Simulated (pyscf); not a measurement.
hydrogen cyanide (HC≡N) + acetylene (HC≡CH) → :C=CH–CH=NH [singlet], an addition across a multiple bond or ene-type step (singlet surface; C–H broken, C–C, H–N formed). Single points on ωB97X-D3(BJ)/def2-SVP structures (PySCF, gas phase). MP2 and CC: frozen core, UHF for open shells. ΔMP2 is the change of the MP2 total energy from the triple- to the quadruple-zeta basis. Energies in kcal/mol from the separated reactants.

GFN2-xTB: tblite. 

### Question
In single points GFN2-xTB puts the saddle at 75.7 kcal/mol and the reaction energy at +28.1 kcal/mol. Should these be trusted to within a few kcal/mol? Compare with CCSD(T)/def2-TZVPP + ΔMP2(QZVPP).

### Answer
CCSD(T)/def2-TZVPP + ΔMP2(QZVPP) gives ΔE‡ = 83.3 kcal/mol and ΔE = +37.0 kcal/mol. GFN2-xTB lies 7.6 kcal/mol under it in the barrier and 8.9 kcal/mol under it in the reaction energy, so on this step it does not hold to within 3.0 kcal/mol. CCSD(T)/def2-TZVPP + ΔMP2(QZVPP) has limits of its own. :C=CH–CH=NH [singlet] lies 78.6 kcal/mol over its isomer H₂C=CH–C≡N (electronic energy, ωB97M-D3(BJ)). This is the saddle that the search found; another between the same sides may lie lower. The CCSD(T) − MP2 part came from Ansatz, without density fitting, on the same reference.
